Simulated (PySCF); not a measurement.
Electron affinity of O by level of theory

O- [He] 2s2 2p5 (2P) → O [He] 2s2 2p4 (3P), as a difference of total energies. Calculation: PySCF 2.14, in aug-cc-pwCVDZ; no relativity, point nucleus. Correlated levels: valence and next inner shell: nothing frozen. The calculations carry no spin-orbit coupling.

```csv
method,electron affinity (eV),error (eV)
UHF,-0.523,-1.984
MP2 (valence and next inner shell),1.281,-0.180
SCS-MP2 (valence and next inner shell),1.219,-0.242
CCSD (valence and next inner shell),1.087,-0.374
CCSD(T) (valence and next inner shell),1.195,-0.266
CCSDT (valence and next inner shell),1.204,-0.257
```

Reference: 1.461 eV (measured; photodetachment measurements, as compiled on the Wikipedia data page of electron affinities).

Errors of the correlated levels include the incompleteness of this basis.

A negative affinity means that the anion lies above the atom at that level of theory.
